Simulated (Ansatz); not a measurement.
## Relative stability

Two relaxed structures of CH3MgN, closed shell (PBE0-D4/def2-TZVP; forces vanish, vibrations not checked).

A:

C1  (-0.618, -0.209, -0.827)
N2  (-0.038, 0.066, 0.122)
Mg3  (1.824, 2.856, 0.964)
H4  (1.128, -0.550, 3.401)
H5  (-1.157, -0.460, -1.716)
H6  (0.900, -0.386, 2.709)
(Å)

B:

```
6
angstrom
C -0.1962 -0.1616 -0.3878
N 0.0344 1.0843 -0.1110
Mg 0.7784 -0.0205 1.4272
H -0.2685 1.8037 -0.7712
H -0.7132 -0.3954 -1.3308
H 1.5670 -0.1485 2.9265
```

Computed with Ansatz 0.2.0 (basis: def2-TZVPP); correlated methods freeze the cores. The outer core shell of Li, Na, Mg and K is correlated. The def2 sets are not built for correlating such inner shells, so the correlated values are less sure here. B3LYP uses VWN-RPA correlation.

(1) Which structure is lower at CCSD(T), and by how much? (An estimate is asked for; the value comes from the calculation.)

T1 diagnostic: at most 0.013.

Results:

(1) The calculation gives: B, by 0.526 eV (electronic energy, against the other). By their contacts, A is a complex of HCN ([CH][N]) + H₂ + Mg and B is CH₃MgN ([CH]1[NH][MgH]1).

All methods give the same order:

```
   method  E(B) − E(A) (eV)
   PBE-D4            -0.675
r2SCAN-D4            -0.972
  PBE0-D4            -0.820
 B3LYP-D4            -0.568
  wB97M-V            -0.646
       HF            -0.451
      MP2            -0.490
     CCSD            -0.534
  CCSD(T)            -0.526
```

Labels in which every atom is bracketed show which atoms are joined, not bond orders.

For scale, one of the runs: CCSD(T)/def2-TZVPP, 136 basis functions, launched by `ansatz run in.yaml --threads 2 --pin off --events-out ev --progress --plain --max-ram 4352MiB`. Hardware: 2 CPU threads of an Arm Neoverse V2, shared host. Wall time 12 s; peak host memory 0.82 GiB.
